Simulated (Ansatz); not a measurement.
Which method gave which barrier?

Saddle point of SiNH8F, closed shell (SiH₄ + NH₃ + HF → SiNH₅ ([NH2][SiH3]) + HF + H₂; bonds formed: Si1–N7, H2–H8, H6–F9; bonds broken: Si1–H2, H6–N7, H8–F9), PBE0-D4/def2-TZVP structure:

Si1  (-0.450, 0.038, -1.006)
H2  (0.207, -1.497, -0.164)
H3  (0.438, -0.470, -2.079)
H4  (-0.842, 1.391, -1.566)
H5  (-1.767, -0.584, -0.749)
H6  (0.324, 0.141, 1.316)
N7  (0.373, 0.841, 0.489)
H8  (0.199, -1.465, 0.804)
F9  (0.227, -1.146, 1.956)
H10  (-0.064, 1.732, 0.704)
H11  (1.355, 1.019, 0.295)
(Å)

Ansatz 0.2.0; basis: def2-TZVPP, with def2-QZVPP for the basis limit; cores frozen in the correlated methods. B3LYP uses VWN-RPA correlation. Extrapolation: Hartree–Fock as exp(−7.88 √X), correlation as X^−2.97. Four methods, as single points on the PBE0-D4 structures, gave these electronic barriers from the start structure: 0.829, 1.519, 1.728, 2.351 eV.

(1) The methods were, in alphabetical order, B3LYP-D4, BHLYP-D4, HF, SPW92. Which gave which? (A judgement: the text doesn't fix the answer.)

The T1 diagnostic stays at or below 0.012.

## Answers

(1) The calculation gives: SPW92 0.829; B3LYP-D4 1.519; BHLYP-D4 1.728; HF 2.351 eV. For comparison, CCSD(T) at an estimated basis limit (MP2 extrapolated from triple and quadruple zeta, plus CCSD(T) − MP2 in triple zeta) gives 1.635 eV.

Labels in which every atom is bracketed show which atoms are joined, not bond orders.

For scale, one of the runs: CCSD(T)/def2-TZVPP, 216 basis functions, launched by `ansatz run in.yaml --threads 4 --pin off --events-out ev --progress --plain --max-ram 9574MiB`. The run took 40 s on 4 CPU threads of an Arm Neoverse V2 (shared host), with 3.2 GiB of host memory at its peak.
